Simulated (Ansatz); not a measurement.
# AlBH (quartet): wave-function methods side by side, 6-31G

Aim: climb from Hartree-Fock through coupled cluster and multireference methods for AlBH (quartet) at one geometry and basis, and see what each rung misses.

The runs use Ansatz 0.2.0, Gaussian basis; 6-31G, core rule «outside noble gas», up to 6 orbitals frozen.

The runs, in order: UHF; CCSD(T) on ROHF; CCSD(T) on UHF; BCCD(T) on ROHF; CISD; CCSDT(Q) on ROHF; CCSDT(Q) on UHF; CISDTQ; CCSDTQ on ROHF; CCSDTQ on UHF; CASSCF and MRCISD+Q, 7 electrons in 9 orbitals; CASSCF and NEVPT2, 7 electrons in 9 orbitals; Full CI; Full CI, several states.

20 further runs of the same task are left out: 8 that didn't finish, 12 set aside as unsound or not needed.

## Step 1: What is computed

The geometry is a PBE0/def2-TZVP stationary point (not a proven minimum).

3 atoms, charge 0, spin multiplicity 4.

Atoms are counted from 1 here; the program's logs count them from 0.

Bond lengths: B1–Al2 1.937 Å, Al2–H3 1.577 Å. Angles: B1–Al2–H3 180.0°.

Geometry (Å):

```
B     0.0000    0.0000    1.8170
Al    0.0000    0.0000   -0.1200
H     0.0000    0.0000   -1.6970
```

## Step 2: UHF

The input, in.yaml:

```yaml
crystal:
  periodic: [false, false, false]
  atoms:
    - {symbol: B, position_ang: [0.000000, 0.000000, 1.817000]}
    - {symbol: Al, position_ang: [0.000000, 0.000000, -0.120000]}
    - {symbol: H, position_ang: [0.000000, 0.000000, -1.697000]}
basis:
  gaussian: {orbitals: 6-31G}
magnetization: {spin_polarized: true, initial_magnetization: 3}
hamiltonian: {xc: hf}
output: {orbitals: {seedname: orbitals}}
```

Started as:

```
> ansatz run in.yaml --threads 1 --pin off --events-out ev --progress --plain --max-ram 2393MiB
```

The runs that follow: CCSD(T) on ROHF; CCSD(T) on UHF; BCCD(T) on ROHF; CISD; CCSDT(Q) on ROHF; CCSDT(Q) on UHF; CISDTQ; CCSDTQ on ROHF; CCSDTQ on UHF; CASSCF and MRCISD+Q, 7 electrons in 9 orbitals; CASSCF and NEVPT2, 7 electrons in 9 orbitals; Full CI; Full CI, several states.

**Question.** What will the summary of the whole plan be? Wanted: FCI below the RHF energy; RMP2 from FCI; UMP2 from FCI; RCCSD from FCI; RCCSD(T) from FCI; UCCSD(T) from FCI; RCCSDT(Q) from FCI; UCCSDT(Q) from FCI; NEVPT2 valence from FCI.

As calculated:

```
                         quantity                                                                                                                          value
         FCI below the RHF energy                                                                                                                     -2.2760 eV
                    RMP2 from FCI                                                                                                                   +66.2 kJ/mol
                    UMP2 from FCI                                                                                                                   +66.1 kJ/mol
                   RCCSD from FCI                                                                                                                    +9.4 kJ/mol
                RCCSD(T) from FCI                                                                                                                    +3.2 kJ/mol
                UCCSD(T) from FCI                                                                                                                    +3.2 kJ/mol
               RCCSDT(Q) from FCI                                                                                                                    +0.2 kJ/mol
               UCCSDT(Q) from FCI                                                                                                                    +0.2 kJ/mol
          NEVPT2 valence from FCI                                                                                                                   +16.4 kJ/mol
        MRCISD+Q valence from FCI                                                                                                                    +0.6 kJ/mol
levels within 1 kcal/mol (43 meV)  RCCSD(T), UCCSD(T), BCCD(T), RCCSDT, UCCSDT, CISDTQ, RCCSDT(Q), UCCSDT(Q), RCCSDTQ, UCCSDTQ, MRCISD valence, MRCISD+Q valence
                    T1 diagnostic                                                                                                                          0.030
   effectively unpaired electrons                                                                                                                           3.04
```

In words: RCCSD(T) misses by +3.2 kJ/mol, 1.5 % of the correlation energy. One determinant dominates. Of the multireference levels listed MRCISD+Q valence comes nearest in total energy (+0.6 kJ/mol), which doesn't show that its space is the better one. The next state among those solved, a quartet, lies 3.10 eV up. These misses are within one basis, not against nature; the frozen cores of restricted and unrestricted runs differ, which can shift their rows.
